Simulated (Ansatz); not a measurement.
`OC1(O)CC1F`, relaxed with RKS PBE0-D4/def2-TZVP in Ansatz from a PBE-D4/def2-SVP geometry. The force threshold is 0.005 eV/Å; the program also tests the step.

The species carries charge 0 and has multiplicity 1.

Start:

```xyz
11

O    -1.530    0.450    0.484
C    -0.436   -0.073   -0.191
O    -0.719   -0.857   -1.304
C     0.801    0.801   -0.167
C     0.762   -0.507    0.602
F     0.680   -0.459    1.967
H    -1.951   -0.294    0.959
H    -1.131   -0.265   -1.965
H     1.439    0.852   -1.062
H     0.726    1.716    0.440
H     1.359   -1.362    0.237
```

Question: How much energy does the relaxation release, and in how many steps? (An estimate is asked.)

Answer: Ansatz gave: 1.15 kcal/mol, in 5 steps.

Question: Which bonds change most? (Best estimate.)

Answer: Ansatz gave: C5–H11 from 1.105 to 1.084 Å; C4–H10 from 1.101 to 1.083 Å; C4–H9 from 1.101 to 1.083 Å; C2–C4 from 1.515 to 1.498 Å.

Question: Give the relaxed structure. (Estimate.)

Answer: Ansatz gave: 
```xyz
11

O    -1.521    0.439    0.483
C    -0.431   -0.072   -0.182
O    -0.715   -0.843   -1.292
C     0.791    0.794   -0.165
C     0.759   -0.506    0.592
F     0.695   -0.454    1.949
H    -1.953   -0.282    0.954
H    -1.102   -0.267   -1.961
H     1.413    0.845   -1.049
H     0.722    1.693    0.434
H     1.342   -1.347    0.235
```
